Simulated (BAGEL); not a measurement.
**BH2O (SMILES [BH]O) at FCI/STO-3G (density fitting with qzvpp-jkfit)**

Aim: the vertical doublet–quartet gap of BH2O at FCI/STO-3G (density fitting with qzvpp-jkfit), from 2 runs. 

The results are computed with BAGEL 1.2.2.

3 further runs of the same task are left out: 1 that didn't finish, 2 set aside as unsound or not needed. Runs told in other sessions of the task aren't counted.

## Step 1: Starting point

BH2O has 4 atoms, charge 0, and is taken as a doublet. As SMILES, `[BH]O`. The shape is that of a PBE0-D4/def2-TZVP optimisation.

Bond lengths: B1–O2 1.333 Å, B1–H3 1.201 Å, O2–H4 0.961 Å. Angles: B1–O2–H4 114.6°, O2–B1–H3 121.0°.

## Step 2: A single-point energy at FCI/STO-3G (density fitting with qzvpp-jkfit)

calc.json

```json
{ "bagel" : [

{
  "title" : "molecule",
  "basis" : "sto-3g",
  "df_basis" : "qzvpp-jkfit",
  "angstrom" : true,
  "geometry" : [
    { "atom" : "B", "xyz" : [      -0.006100,      -0.485500,       0.388300 ] },
    { "atom" : "O", "xyz" : [       0.119700,       0.544500,      -0.448600 ] },
    { "atom" : "H", "xyz" : [      -1.064200,      -1.032400,       0.540300 ] },
    { "atom" : "H", "xyz" : [       1.006100,       0.913200,      -0.500300 ] }
  ]
},

{ "title" : "hf", "charge" : 1 },

{ "title" : "fci", "nstate" : 1, "ncore" : 2, "nspin" : 1 }

]}
```

Launch:

```console
$ BAGEL_NUM_THREADS=1 BAGEL calc.json > calc.out
```

Output:

```text
* using 1 threads per process

  ===============================================================
  ===============================================================

  *** Geometry ***

  { "atom" : "B", "xyz" : [     -0.011527,     -0.917462,      0.733781 ] },
  { "atom" : "O", "xyz" : [      0.226200,      1.028956,     -0.847731 ] },
  { "atom" : "H", "xyz" : [     -2.011047,     -1.950953,      1.021019 ] },
  { "atom" : "H", "xyz" : [      1.901253,      1.725698,     -0.945430 ] },

  Number of auxiliary basis functions:      188

  Since a DF basis is specified, we compute 2- and 3-index integrals:
    o Being stored without compression. Storage requirement is 0.000 GB

  Number of basis functions:       12
  Number of electrons      :       15

    * METHOD: MOLECULE                             0.02

  *** RHF ***

  === Nuclear Repulsion ===
    25.9416964311

      * DIIS with orbital gradients will be used.

  === RHF iteration (sto-3g) ===
      0        -99.04096000          0.03620453           0.00
      1        -99.07981171          0.02391202           0.00
      2        -99.09624699          0.00326911           0.00
      3        -99.09688705          0.00061908           0.00
      4        -99.09691507          0.00011602           0.00
      5        -99.09691605          0.00003154           0.00
      6        -99.09691612          0.00000553           0.00
      7        -99.09691612          0.00000178           0.00
      8        -99.09691612          0.00000086           0.00
      9        -99.09691612          0.00000038           0.00
     10        -99.09691612          0.00000008           0.00
     11        -99.09691612          0.00000002           0.00
     12        -99.09691612          0.00000001           0.00
    * SCF iteration converged.

    * Permanent dipole moment:
           (   -0.799488,     0.661451,    -0.796859) a.u.

    * METHOD: HF                                   0.03

  ---------------------------
        FCI calculation
  ---------------------------

  Performs exactly the same way as Knowles & Handy 1984 CPL

  o alpha-beta strings
      length:           462
  o size of the space
      determinant space:  52920
      spin-adapted space: 27720

  o single displacement lists (alpha)
      length:          6300
  o single displacement lists (beta)
      length:          7560

     guess   0:   closed 11111.....           open .....1....

  === FCI iteration ===

      0  0       -99.29285610     2.08e-03      0.04
      1  0       -99.39176235     1.11e-03      0.04
      2  0       -99.41484444     4.74e-04      0.04
      3  0       -99.41894445     2.43e-04      0.04
      4  0       -99.41994917     1.19e-04      0.04
      5  0       -99.42021413     5.99e-05      0.04
      6  0       -99.42026919     2.38e-05      0.04
      7  0       -99.42027653     9.26e-06      0.04
      8  0       -99.42027758     3.93e-06      0.04
      9  0       -99.42027777     1.47e-06      0.04
     10  0       -99.42027779     6.25e-07      0.04
     11  0       -99.42027780     2.71e-07      0.04
     12  0       -99.42027780     1.14e-07      0.04
     13  0       -99.42027780     5.01e-08      0.04
     14  0       -99.42027780     1.91e-08      0.04
     15  0       -99.42027780     7.53e-09      0.04
     16  0       -99.42027780     2.82e-09      0.04
     17  0       -99.42027780     1.16e-09      0.04
     18  0       -99.42027780     4.55e-10      0.04
     19  0       -99.42027780     1.86e-10      0.04
    ** throwing out 1 trial vectors **
     20  0 *     -99.42027780     8.54e-11      0.04

     * ci vector, state   0, <S^2> = 0.7500
       22222a....    -0.9514518982
       222a22....     0.1176009698
       2222.a2...    -0.0807698640
       22a22a..b.    -0.0677134205
       22b22a..a.     0.0625186689
       22a222....     0.0585657513
       22.22a..2.    -0.0536299971

    * METHOD: FCI                                  0.87

  ===============================================================
```

Run time: 1 s. Hardware: 1 thread of Arm Neoverse V2, shared host.

## Step 3: The quartet, same level

input.json

```json
{ "bagel" : [

{
  "title" : "molecule",
  "basis" : "sto-3g",
  "df_basis" : "qzvpp-jkfit",
  "angstrom" : "true",
  "geometry" : [
    { "atom" : "B", "xyz" : [   -0.006100,   -0.485500,    0.388300 ] },
    { "atom" : "O", "xyz" : [    0.119700,    0.544500,   -0.448600 ] },
    { "atom" : "H", "xyz" : [   -1.064200,   -1.032400,    0.540300 ] },
    { "atom" : "H", "xyz" : [    1.006100,    0.913200,   -0.500300 ] }
  ]
},
{ "title" : "hf", "charge" : 1 },
{ "title" : "fci", "nstate" : 1, "ncore" : 2, "nspin" : 3 }

]}
```

Launch:

```console
$ BAGEL_NUM_THREADS=1 BAGEL input.json > input.out
```

Output:

```text
* using 1 threads per process

  ===============================================================
  ===============================================================

  *** Geometry ***

  { "atom" : "B", "xyz" : [     -0.011527,     -0.917462,      0.733781 ] },
  { "atom" : "O", "xyz" : [      0.226200,      1.028956,     -0.847731 ] },
  { "atom" : "H", "xyz" : [     -2.011047,     -1.950953,      1.021019 ] },
  { "atom" : "H", "xyz" : [      1.901253,      1.725698,     -0.945430 ] },

  Number of auxiliary basis functions:      188

  Since a DF basis is specified, we compute 2- and 3-index integrals:
    o Being stored without compression. Storage requirement is 0.000 GB

  Number of basis functions:       12
  Number of electrons      :       15

    * METHOD: MOLECULE                             0.02

  *** RHF ***

  === Nuclear Repulsion ===
    25.9416964311

      * DIIS with orbital gradients will be used.

  === RHF iteration (sto-3g) ===
      0        -99.04096000          0.03620453           0.00
      1        -99.07981171          0.02391202           0.00
      2        -99.09624699          0.00326911           0.00
      3        -99.09688705          0.00061908           0.00
      4        -99.09691507          0.00011602           0.00
      5        -99.09691605          0.00003154           0.00
      6        -99.09691612          0.00000553           0.00
      7        -99.09691612          0.00000178           0.00
      8        -99.09691612          0.00000086           0.00
      9        -99.09691612          0.00000038           0.00
     10        -99.09691612          0.00000008           0.00
     11        -99.09691612          0.00000002           0.00
     12        -99.09691612          0.00000001           0.00
    * SCF iteration converged.

    * Permanent dipole moment:
           (   -0.799488,     0.661451,    -0.796859) a.u.

    * METHOD: HF                                   0.03

  ---------------------------
        FCI calculation
  ---------------------------

  Performs exactly the same way as Knowles & Handy 1984 CPL

  o alpha-beta strings
      length:           330
  o size of the space
      determinant space:  25200
      spin-adapted space: 19800

  o single displacement lists (alpha)
      length:          3360
  o single displacement lists (beta)
      length:          5880

     guess   0:   closed 1111......           open ....111...

  === FCI iteration ===

      0  0       -98.94507494     3.40e-03      0.02
      1  0       -99.09836159     1.62e-03      0.02
      2  0       -99.12601722     7.32e-04      0.02
      3  0       -99.13101809     3.10e-04      0.02
      4  0       -99.13187590     1.26e-04      0.02
      5  0       -99.13199942     5.39e-05      0.02
      6  0       -99.13201970     2.30e-05      0.02
      7  0       -99.13202347     9.20e-06      0.02
      8  0       -99.13202404     3.92e-06      0.02
      9  0       -99.13202414     1.80e-06      0.02
     10  0       -99.13202416     7.93e-07      0.02
     11  0       -99.13202417     3.91e-07      0.02
     12  0       -99.13202417     1.98e-07      0.02
     13  0       -99.13202417     9.57e-08      0.02
     14  0       -99.13202417     4.26e-08      0.02
     15  0       -99.13202417     1.82e-08      0.02
     16  0       -99.13202417     1.04e-08      0.02
     17  0       -99.13202417     1.01e-08      0.02
     18  0       -99.13202417     7.36e-09      0.02
     19  0       -99.13202417     3.53e-09      0.02
    ** throwing out 1 trial vectors **
     20  0       -99.13202417     1.58e-09      0.02
    ** throwing out 1 trial vectors **
     21  0       -99.13202417     8.82e-10      0.02
    ** throwing out 1 trial vectors **
     22  0       -99.13202417     5.70e-10      0.02
    ** throwing out 1 trial vectors **
     23  0       -99.13202417     3.65e-10      0.02
    ** throwing out 1 trial vectors **
     24  0       -99.13202417     2.07e-10      0.02
    ** throwing out 1 trial vectors **
     25  0       -99.13202417     1.11e-10      0.02
    ** throwing out 1 trial vectors **
     26  0 *     -99.13202417     5.72e-11      0.02

     * ci vector, state   0, <S^2> = 3.7500
       2222aaa...     0.9204149144
       222aa2a...     0.2338712764
       22a2aaa.b.    -0.1146199459
       22b2aaa.a.     0.0788146765
       22b2aaa..a    -0.0751807230
       2a22a2a...     0.0634019324
       2222a.a..a     0.0631279160
       2a22aaab..    -0.0592753993
       22a2aaa..b     0.0577665576
       2a22aaa..b    -0.0561297770
       22a2a2a...     0.0551371363
       2b22aaa..a     0.0512859720

    * METHOD: FCI                                  0.56

  ===============================================================
```

Run time: 0.74 s. Hardware: 1 thread of Arm Neoverse V2, shared host.

## Step 4: What came out

At FCI/STO-3G (density fitting with qzvpp-jkfit), 2 core orbitals frozen:

```
                                        quantity         value
                           doublet: total energy  -99.42028 Eh
                           quartet: total energy  -99.13202 Eh
vertical energy of the quartet above the doublet      7.844 eV
```

In words: At this shape the quartet lies 7.84 eV (181 kcal/mol) above the doublet. In a minimal basis such a difference can be off by several eV, whatever the method.
